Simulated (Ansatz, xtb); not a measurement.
# Ranking isomers of C2H5O

4 gas-phase structures of C2H5O, found in a search over its isomers (lower ones may exist). Each was relaxed with GFN2-xTB:

A. `CC[O]`, a doublet
B. `[CH2]OC`, a doublet
C. `C[CH]O`, a doublet
D. `[CH2]CO`, a doublet

Which do you expect lowest at r2SCAN-D4/def2-SVP, and how would the others follow?

Calculated order at r2SCAN-D4/def2-SVP: C (0.0), A (9.2), D (11.7), B (12.8) kcal/mol.

Energies above the lowest of each column, in kcal/mol; the last columns are at PBE0-D3(BJ)/def2-SVP geometries (a dash: not run or not comparable):

| structure | GFN2-xTB | HF/STO-3G | r2SCAN-D4/def2-SVP | PBE0-D3(BJ)/def2-SVP | CCSD(T)/def2-SVP + ΔMP2/def2-TZVPP |
| --- | --- | --- | --- | --- | --- |
| C | 0.0 | 14.6 | 0.0 | 0.0 | 0.0 |
| A | 9.0 | 0.0 | 9.2 | 8.7 | 10.9 |
| D | 13.5 | 25.0 | 11.7 | 10.8 | 8.4 |
| B | 5.5 | 17.9 | 12.8 | 13.4 | – |

CCSD(T)/def2-SVP + ΔMP2/def2-TZVPP puts C lowest of those it was run on; HF/STO-3G picks A. CCSD(T)/def2-SVP + ΔMP2/def2-TZVPP orders those it was run on as C (0.0), D (8.4), A (10.9) kcal/mol. Flexible structures stand in one conformer each, not always the lowest. Frequencies (PBE0-D3(BJ)/def2-SVP) were run for A, C, D alone. The ΔMP2 step shifts differences by up to 3.9 kcal/mol, which makes them less sure. Open shells are spin-unrestricted. ΔMP2 is the change of the MP2 energy from the smaller to the larger basis.

Over these structures GFN2-xTB departs from r2SCAN-D4/def2-SVP by 2.9 kcal/mol on average once a common shift is removed. A GFN2-xTB relaxation took about 0.77 s and the r2SCAN-D4/def2-SVP energy about 5.5 s on a shared host (Ansatz 0.2.0, xtb 6.7.1).
